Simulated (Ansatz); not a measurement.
Complex (SMILES): F (HF) with F (HF), atoms 1 to 2 the first; geometry from NCB31 set, monomers rigid:
```xyz
4

F      1.3237    -0.0902     0.0000
H      1.7404     0.7334     0.0000
F     -1.4572     0.0193     0.0000
H     -0.5393    -0.0947     0.0001
```

The counterpoise-corrected interaction energy at CCSD(T) with Ansatz (a program for electronic structure), in kcal/mol, split into its Hartree-Fock and correlation parts. Cores are frozen. No added dispersion term, no relativity. Functions are those of the species that has most.

```csv
basis,X,functions,Hartree-Fock,CCSD(T)
aug-cc-pVDZ,2,64,-3.84,-4.04
aug-cc-pVTZ,3,138,-3.82,-4.32
aug-cc-pVQZ,4,252,-3.89,-4.52
```

Worked estimate of the basis-set limit from each neighbouring pair, with Hartree-Fock from the larger set and the correlation part extrapolated as X^-3.
Correlation parts: X = 2: -0.20, X = 3: -0.50, X = 4: -0.63.
- (2,3): (27·(-0.50) - 8·(-0.20))/19 = -0.63; with Hartree-Fock -3.82 the estimate is -4.45 kcal/mol.
- (3,4): (64·(-0.63) - 27·(-0.50))/37 = -0.72; with Hartree-Fock -3.89 the estimate is -4.61 kcal/mol.
The last two estimates differ by 0.17 kcal/mol; the largest set lies 0.09 from the last. Over the last step Hartree-Fock moves by -0.07 and the correlation part by -0.13.
